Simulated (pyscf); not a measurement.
A first-order saddle from PySCF, ωB97X-D3(BJ)/def2-SVP:

```xyz
9

Sb    -1.3146     0.4697     1.0944
O     -0.1366     1.4371    -0.4603
O      0.0079    -0.9428     1.4409
O     -2.1252    -0.7343    -0.2464
H      0.2598     0.8111    -1.0830
H      0.7622    -0.5088     1.8689
H     -1.5600    -1.5080    -0.3877
F      0.6208     1.6255     1.6633
H      0.5209     1.6739     0.4118
```

Surface: singlet, charge 0. Lowest wavenumbers (cm⁻¹): 362i, 95, 175, 205, 233.

Problem. Name the species on either side of this saddle.

Solution. HO–Sb(OH)–OH (SMILES [OH][Sb]([OH])[OH]) + HF (SMILES F) ⇌ HO–Sb(OH)–F (SMILES [OH][Sb]([OH])[F]) + H₂O (SMILES O), a four-centre exchange read from left to right: O–Sb, F–H broken and F–Sb, H–O formed. At ωB97M-D3(BJ)/def2-TZVP it lies -0.16 eV from the left side and +0.28 eV from the right (each side as separated species at their lowest minima found). On the reactant side the descent ends in a bound adduct, 0.53 eV under the separated species and 0.36 eV under the saddle at ωB97X-D3(BJ)/def2-TZVP. On the product side the descent ends in a bound adduct, 0.46 eV under the separated species and 0.71 eV under the saddle at ωB97X-D3(BJ)/def2-TZVP. At ωB97M-D3(BJ) the saddle lies under the separated reactants, which points to a path from their complex (located at ωB97X-D3(BJ) alone). This is the saddle that the search found; another between the same sides may lie lower. Elements past Kr carry the def2 core potentials, without spin-orbit coupling.
